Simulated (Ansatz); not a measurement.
This script drives the Ansatz DFT code, driven from Python.

`run_pa.py`:
```python
# -*- coding: utf-8 -*-
"""Proton affinity of CHNO at one site."""

import ansatz
from ase import Atoms
import numpy as np

BASIS = "def2-SVP"
FUNCTIONAL = "r2scan"
VDW = "d3bj"
CHARGE = 1
FORCE_TOL = 0.01


def main():
    atoms = Atoms(["N", "C", "O", "H"], positions=[
        [0.5064, -0.34994, -0.35087],
        [-0.46224, 0.18592, 0.08782],
        [-1.49779, 0.62913, 0.33871],
        [1.45363, -0.46511, -0.07566],
    ])
    mol = ansatz.Crystal.molecule_from_ase(atoms)

    base = (
        mol.calculation()
        .basis(gaussian=BASIS)
        .functional(FUNCTIONAL, dispersion=VDW)
        .accuracy("medium")
    )
    symbols = [site.symbol for site in mol.cartesian_sites]
    start = np.array([site.position_ang for site in mol.cartesian_sites], dtype=float)
    summary = base.relax(force_tolerance=0.01).run().report
    end = np.array(summary["positions_ang"])

    # put the proton on the side away from the neighbours, slightly off axis
    away = sum((end[2] - end[j]) / np.linalg.norm(end[2] - end[j]) for j in [1]) + np.array([0.15, 0.1, -0.2])
    proton = end[2] + 1.0 * away / np.linalg.norm(away)
    acid = ansatz.Crystal.molecule()
    for symbol, place in zip(symbols, end):
        acid = acid.atom(symbol, place.tolist())
    acid = acid.atom("H", proton.tolist())
    protonated = (
        acid.calculation()
        .basis(gaussian=BASIS)
        .functional(FUNCTIONAL, dispersion=VDW)
        .accuracy("medium")
        .charge(CHARGE)
        .relax(force_tolerance=FORCE_TOL, max_steps=80)
    )
    after = protonated.run().report
    xyz = np.array(after["positions_ang"])
    reach = np.linalg.norm(xyz[:-1] - xyz[-1], axis=1)
    print(f"base {summary['free_energy_ev']:.5f} eV, protonated {after['free_energy_ev']:.5f} eV")
    print(f"the proton ends {reach.min():.3f} A from {symbols[reach.argmin()]}{reach.argmin()}")
    print(f"electronic proton affinity {23.060548 * (summary['free_energy_ev'] - after['free_energy_ev']):.1f} kcal/mol")


if __name__ == "__main__":
    main()
```

It is started by `python run_pa.py`. How long does it take on 1 thread of Arm Neoverse V1, on a shared host, and how much memory does it need?

It took about 36 s, with a peak of 0.21 GiB, for 2 runs of the engine.

`python run_pa.py` gives:
```text
DeckWarning: the engine holds no damping parameters fitted to this dispersion correction and functional, so the run takes those fitted to r2scan beside the three-body term, which d3bj leaves out (hamiltonian.dispersion, under Limitations)
base -4584.30025 eV, protonated -4591.32497 eV
the proton ends 0.985 A from O2
electronic proton affinity 162.0 kcal/mol
```
(Warnings from the package without file and line.)

Reading the output:
- The settings weren't tested for convergence.
- The proton is put on one chosen atom, which needn't be the most basic site, so the molecule's proton affinity can be higher; the ends are stationary points, not checked by frequencies, and zero-point and thermal terms count only where printed.
- A dispersion term here runs with damping parameters fitted for another variant or functional.

(A comment or docstring line of the script was reworded after the run, the code is as it ran; lines on the test bed's own set-up are left out of the output.)
